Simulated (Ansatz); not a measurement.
# Bulk modulus of some bcc solids

Method: r²SCAN (Ansatz, a quantum-chemistry and plane-wave program, plane waves, PAW). References are measured values corrected to a static lattice or taken at low temperature (these still hold zero-point motion).

Values in GPa.

| solid | reference | r²SCAN | error (%) |
|---|---|---|---|
| bcc Nb | 173 | 173 | 0.0 |
| bcc Na | 7.9 | 7.66 | -3.0 |
| bcc K | 3.75 | 3.44 | -8.3 |
| bcc Mo | 265 (265–278) | 271 | +2.3 |
| bcc W | 312 (300–328) | 320 | +2.6 |
| bcc Ta | 198 | 201 | +1.5 |
| bcc Fe | 174 | 170 | -2.3 |
| bcc Ba | 9.34 (9.34–10.6) | 8.39 | -10.2 |
| bcc V | 161 | 194 | +20 |
| bcc Li | 13.8 (13.1–13.9) | 13.1 | -5.1 |
| bcc Cs | 2.11 (2.11–2.35) | 1.85 | -12.3 |

Over these 11 solids the mean error is -1.3 %, the mean absolute error 6.2 % (median 3.0 %), and the worst case bcc V at +20 %; the value is too low in 6 of 11 cases.

All these references are brought to a static lattice.

Spin–orbit coupling is left out, also for the solids with elements from indium on (bcc W, bcc Ta, bcc Ba, bcc Cs); its size isn't shown.

Brackets give the range of our sources, which can hold other temperatures.

Differences are worked out from the printed values.

Each level is taken at its own relaxed cell. Ansatz's density-functional and Hartree–Fock values are scalar-relativistic unless marked +SOC, with PAW data made under PBE.

Ansatz's runs of these crystals have no spin polarisation, but for bcc Fe. A magnetic state wasn't tried for bcc V with meta-GGA or hybrid levels, which favour moments.

Density-functional runs with spin start from parallel moments for bcc Fe.

Not in this set, of the bcc solids with a reference value in our tables and a result at some level: 2 for sources at odds (antiferromagnetic bcc Cr, bcc Rb). These can be a level's worst cases. Values held back for tests aren't counted. Layered and molecular crystals are counted apart. The metals Ce to Yb are counted apart.

References as tabulated in Levämäki et al. (2014), arXiv:1402.3671; Mejia-Rodriguez and Trickey (2018), arXiv:1807.09216; doi:10.1021/acs.jctc.3c00612.
